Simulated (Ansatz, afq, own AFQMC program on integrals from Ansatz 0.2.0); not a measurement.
**Where AFQMC and coupled cluster stand for BH3, singlet**

```xyz
4

B    -0.0534   -0.0007    0.0000
H     1.8734    0.0229   -0.0004
H    -0.6627    1.0256   -0.0028
H    -0.6375   -1.0414    0.0031
```

Basis cc-pVDZ. Only valence electrons are correlated. Ansatz 0.2.0 and our own AFQMC program on the same integrals; the CISD trial comes from CCSD amplitudes, and released means the phaseless constraint is let go. Uncertainties: one standard error, sampling alone.

Determinant: UHF, the one that the program's search chose, which needn't be the lowest solution. The geometry is a point of a scan.

Full CI on the same integrals is exact in this basis and with this determinant's frozen core.

Cautions: an unrestricted solution with more broken spin lies lower (14 meV, ⟨S²⟩ 0.13), while this determinant keeps restricted orbitals.

The T1 diagnostic is 0.0173. The weight of the determinant in the CISD state is 0.911 and the ⟨S²⟩ of the determinant is 0.000. The size of the correlated space is 6 electrons in 28 orbitals.

```tsv
level	correlation energy (eV)
MP2	-2.6163
CCSD	-3.4356
CCSD(T)	-3.5063
```

Q: Estimate where full CI lies against CCSD(T) on the same integrals.

A: 2.0 kJ/mol below CCSD(T).

Reference: full CI, correlation energy -3.527 eV. The released energy is read at 2.40 1/Eh (meV from the phaseless value at times in 1/Eh: -3.4 ± 1.7 at 0.24, -5.1 ± 1.3 at 0.51, -4.2 ± 1.2 at 0.99, -5.8 ± 1.0 at 1.62, -8.3 ± 1.7 at 2.40).

| level | E − E(reference) (kJ/mol) | share of correlation (%) |
| --- | --- | --- |
| CCSD(T) | 2.0 | 99.42 |
| CCSDT | 0.2 | 99.94 |
| CCSDT(Q) | 0.0 | 99.99 |
| CCSDTQ | 0.0 | 100.00 |
| ph-AFQMC/CISD | 0.7 ± 0.2 | 99.81 |
| released AFQMC | -0.1 ± 0.2 | 100.04 |

CCSDT and higher add their correlation energy to the determinant of the CCSD(T) run, since their own runs factorise the integrals more tightly (a shift of under 2 meV). A walk keeps the symmetry of its determinant, which the program's search chose and which needn't be the lowest solution, so a lower state of the same spin and another symmetry isn't excluded. Released energies are given only where the last usable release times agree within the noise; a slower fall can still hide under it.
